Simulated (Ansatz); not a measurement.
# Worked example: C2H3O → C2H + H2O

Species: C2H3O (vinyloxy radical) `C=C[O]`, doublet; C2H `[C]#C`, doublet; H2O (water) `O`, singlet. 

Shapes, held fixed at every level: PBE0-D4/def2-TZVP. Programs: Ansatz 0.2.0. The zero-point and thermal change to 298 K, harmonic and unscaled (PBE0-D4/def2-TZVP), is -8.1 kJ/mol.

At B2PLYP/def2-TZVPP; 1 Eh = 2625.50 kJ/mol:

```
species  energy (Eh)
  C2H3O  -153.113068
    C2H   -76.570478
    H2O   -76.413285
```

**Question.** Work out ΔH(298 K) of the reaction at this level.

**Answer.** 
1. Products less reactants: (-76.570478) + (-76.413285) − [(-153.113068)] = 0.129305 Eh = +339.5 kJ/mol.
2. With the thermal change: +339.5 + (-8.1) = +331.4 kJ/mol.

Other levels give +310.9 (HF/def2-TZVPP) to +361.4 kJ/mol (PBE0-D4/def2-TZVPP). No measured value is set beside it here. Spin contamination: C2H3O (⟨S²⟩ up to 0.92), C2H (⟨S²⟩ up to 1.11). Open shells run unrestricted unless RO is named.
